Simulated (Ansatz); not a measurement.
```csv
atom,x (Å),y (Å),z (Å)
Si,0.0006,0.0003,-0.5532
O,-0.0008,0.0004,0.9689
```

RHF-MP2 on singlet SiO was run in several spherical basis sets with Ansatz (development build ahead of 0.2.0). Frozen core: 6 orbitals.

Problem. Rank the basis sets by the total energy that they give, lowest first, with the distance from the lowest.
A. cc-pVDZ
B. 6-31G(d)
C. def2-TZVP

Solution. C (0.00 eV), A (3.03 eV), B (3.64 eV).

Totals follow the description of the cores as much as that of the bonds, so this order isn't one of quality for chemistry.
